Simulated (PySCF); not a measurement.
Gas-phase reaction: 6 CH3SiH2 + C4H10 (isobutane) ⇌ 4 (CH3)2SiH2 + 2 CH3SiH

Energies from PySCF (xtb for GFN2), thermal terms from the rigid-rotor harmonic-oscillator model, ideal gas at 1 bar. † marks an energy on the PBE0/def2-TZVP geometry and frequencies; other levels use their own. MP2 freezes the core. 6-31G* has spherical d functions here. Open shells (unrestricted): CH3SiH2 (multiplicity 2); the rest are closed-shell singlets. GFN2 has no spin-polarisation term. B3LYP is the form with VWN-RPA correlation. CH3SiH2, CH3SiH: computed as isolated molecules; such fragments, hydroxides, amides, oligomers or adducts are transient or little studied in the gas. MP2 isn't extrapolated to the basis-set limit.

```csv
level,"ΔH°(298 K), kJ"
B3LYP/6-31G*,___
B3LYP/def2-TZVP†,-605
BLYP/def2-TZVP†,___
GFN2-xTB,-585
HF/def2-TZVP†,-413
MP2/def2-TZVPP†,-621
PBE/def2-TZVP†,-573
PBE0/def2-TZVP,___
r2SCAN/def2-TZVP†,-540
LDA/def2-TZVP†,-644
ωB97M-V/def2-TZVP†,___
```

Task: What belongs in the gaps?

Result: 
- B3LYP/6-31G*, ΔH°(298 K), kJ: -576
- BLYP/def2-TZVP†, ΔH°(298 K), kJ: -597
- PBE0/def2-TZVP, ΔH°(298 K), kJ: -570
- ωB97M-V/def2-TZVP†, ΔH°(298 K), kJ: -692
